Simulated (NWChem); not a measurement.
System meant: C2H3, doublet; SMILES [CH]=C

The following NWChem deck was run.

```
start job
memory heap 200 mb stack 900 mb global 1100 mb
geometry units angstroms noautoz
  C     -0.109974    -0.713094     0.000000
  C     -0.009866     0.594197     0.000000
  H      0.552251    -1.579189     0.000000
  H      0.967903     1.102266     0.000000
  H     -0.893701     1.244697     0.000000
end
basis spherical
  * library def2-svp
end
dft
  odft
  mult 2
  xc b3lyp
  iterations 4
  mulliken
end
task dft energy
```

End of the output:

```
     --------------------------
     Expectation value of S2:
     --------------------------
      <S2> =      0.7563 (Exact =     0.7500)

 center of mass
 --------------
 x =  -0.04503594 y =  -0.05226916 z =   0.00000000

 moments of inertia (a.u.)
 ------------------
          55.789828032681          -0.000000000000           0.000000000000
          -0.000000000000           7.778848664655           0.000000000000
           0.000000000000           0.000000000000          63.568676697336

     Multipole analysis of the density
     ---------------------------------

     L   x y z        total         alpha         beta         nuclear
     -   - - -        -----         -----         ----         -------
     0   0 0 0     -0.000000     -8.000000     -7.000000     15.000000

     1   1 0 0      0.244986      0.417344     -0.172358      0.000000
     1   0 1 0      0.088256      0.737444     -0.649188     -0.000000
     1   0 0 1      0.000000     -0.000000      0.000000      0.000000

     2   2 0 0     -9.248355     -9.638908     -7.137507      7.528060
     2   1 1 0     -0.744947     -0.282411      1.095847     -1.558382
     2   1 0 1     -0.000000     -0.000000     -0.000000      0.000000
     2   0 2 0     -8.272952    -24.685558    -20.842043     37.254649
     2   0 1 1     -0.000000      0.000000     -0.000000      0.000000
     2   0 0 2    -10.712282     -5.704420     -5.007862      0.000000

 ------------------------------------------------------------------------
 dft energy failed                                                                                  0
 ------------------------------------------------------------------------
 ------------------------------------------------------------------------
  current input line :
    20: task dft energy
 ------------------------------------------------------------------------
 ------------------------------------------------------------------------
 This type of error is most commonly associated with calculations not reaching convergence criteria
 ------------------------------------------------------------------------
 For more information see the NWChem manual at https://nwchemgit.github.io

0:dft energy failed:Received an Error in Communication
```

Q: Find the fault in this run and fix the input.

A: The run did not converge; its last values are not results. Cause: the SCF was allowed too few iterations. This input runs:
```
start job
memory heap 200 mb stack 900 mb global 1100 mb
geometry units angstroms noautoz
  C     -0.109974    -0.713094     0.000000
  C     -0.009866     0.594197     0.000000
  H      0.552251    -1.579189     0.000000
  H      0.967903     1.102266     0.000000
  H     -0.893701     1.244697     0.000000
end
basis spherical
  * library def2-svp
end
dft
  odft
  mult 2
  xc b3lyp
  iterations 150
  mulliken
end
task dft energy
```
It converges to -77.84624 Ha (B3LYP/def2-SVP, spin-unrestricted).
